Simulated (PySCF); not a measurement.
# Polarisability of `C[CH+]C=C(F)F`

Species: C4H5F2 (charge +1).
Cartesian coordinates in Å at the GFN2-xTB level; atoms count from 1:
```xyz
11
C4H5F2 angstrom
C     -1.6650    0.1960   -0.4534
C     -0.2349    0.2803   -0.4041
C      0.5481   -0.3534    0.5502
C      1.9175   -0.2581    0.5561
F      2.6623   -0.8326    1.4264
F      2.6032    0.4097   -0.3058
H     -2.0952    1.2080   -0.4454
H     -2.1058   -0.4153    0.3297
H     -1.9811   -0.1570   -1.4459
H      0.2615    0.8785   -1.1645
H      0.0948   -0.9534    1.3308
```

Level: PBE0/def2-SVPD (PySCF), static field, nuclei fixed, core orbitals frozen in the response. The polarisability tensor in these axes (au):

```
x   77.03 -6.24 13.43
y   -6.24 36.05 -7.44
z   13.43 -7.44 42.82
```

Q: Give the principal values, the mean and the anisotropy Δα = √{½[(α1 − α2)² + (α2 − α3)² + (α1 − α3)²]}.

A: Principal values 31.14, 41.60 and 83.17 au; mean 51.97 au = 7.70 Å³ = 8.57 × 10⁻⁴⁰ C²·m²/J; Δα = 47.66 au (92 % of the mean).

Q: Traceless (Buckingham) quadrupole moment about the centre of nuclear charge: eigenvalues?

A: -10.70, -5.62, 16.31 D·Å. The values depend on the origin, since the species is charged. The electronic extent ⟨r²⟩ about the same centre is 684 bohr², a root-mean-square distance of 2.04 Å for the 46 electrons.

Q: Along which axes do the principal values lie, and how far do the nuclei extend along each?

A: Largest value along (0.92, -0.18, 0.34), where the nuclei span 5.39 Å; middle along (-0.38, -0.56, 0.74), 2.93 Å; least along (-0.06, 0.81, 0.59), 1.70 Å. The response follows the extents in order.

Q: In TDDFT the mean static polarisability is Σ f/ω² over all singlet excitations (ω in hartree). How much of it do the 6 lowest give? Their energies (eV) and oscillator strengths: 5.39, 0.5551; 5.59, 0.0019; 6.56, 0.0016; 7.36, 0.0004; 7.63, 0.0156; 8.10, 0.0003.

A: They add up to 14.45 au, 27.8 % of the 51.97 au; the largest single term is 14.17 au, from the state at 5.39 eV. Terms in order: 14.17, 0.05, 0.03, 0.00, 0.20, 0.00 au. Higher excitations give the rest. The strengths listed sum to 0.575.

Q: Rayleigh depolarisation ratio (linearly polarised light, static tensor)?

A: ρ = 3Δα²/(45ᾱ² + 4Δα²) = 6815.0/(121537 + 9086.7) = 0.0522.

Geometry: GFN2-xTB, one conformer, isolated ion.

The run behind these numbers computed excited states as well. The run took about 50 s of CPU time (with the writing of density and orbital grids) (one thread, shared machine).
